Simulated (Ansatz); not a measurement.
# One elementary step

Start structure (H2OF, doublet), relaxed at PBE0-D4/def2-TZVP:

H1  (-0.713, 0.322, -0.006)
F2  (-1.301, 1.036, -0.137)
O3  (0.576, -0.880, 0.178)
H4  (1.438, -0.478, -0.035)
(Å)

The step: HF + OH → H₂O + F; bonds formed: H1–O3; bonds broken: H1–F2. Computed with Ansatz 0.2.0 (basis: def2-TZVPP and def2-QZVPP); correlated methods freeze the cores; orbitals are unrestricted. Extrapolation: Hartree–Fock as exp(−7.88 √X), correlation as X^−2.97. Energies below are by CCSD(T) at an estimated basis limit (MP2 extrapolated from triple and quadruple zeta, plus CCSD(T) − MP2 in triple zeta).

Q: What are the electronic barrier and the energy of the step, from the start structure to the end structure? (An estimate is asked for; the value comes from the calculation.)

A: Computed: Barrier 25.19 kcal/mol; step energy 19.20 kcal/mol (uphill); reverse barrier, their difference, 6.00 kcal/mol. Barrier and step energy count from the start structure, the reverse barrier from the end structure.

The saddle point: One imaginary mode of 848i cm⁻¹.
```json
{"pair": "H1–O3", "start (Å)": "1.77", "saddle (Å)": "1.04", "end (Å)": "0.96"}
{"pair": "H1–F2", "start (Å)": "0.93", "saddle (Å)": "1.30", "end (Å)": "2.11"}
```

Zero-point energy (harmonic, PBE0-D4): ZPE is 13.11 kcal/mol at the start and 12.41 kcal/mol at the saddle, so the barrier goes from 25.19 to 24.50 kcal/mol.

No T1 diagnostic of these runs exceeds 0.056. ⟨S²⟩ of the unrestricted Hartree–Fock references: 0.76 to 0.77 (a pure state has 0.75). The T1 diagnostic is large here, which may signal multireference character or strong orbital relaxation, so CCSD(T) is less sure.

For scale, one of the runs: CCSD(T)/def2-TZVPP, 90 basis functions, launched by `ansatz run in.yaml --threads 2 --pin off --events-out ev --progress --plain --max-ram 4352MiB`. Hardware: 2 CPU threads of an Arm Neoverse V1, shared host. Wall time about 10 s.
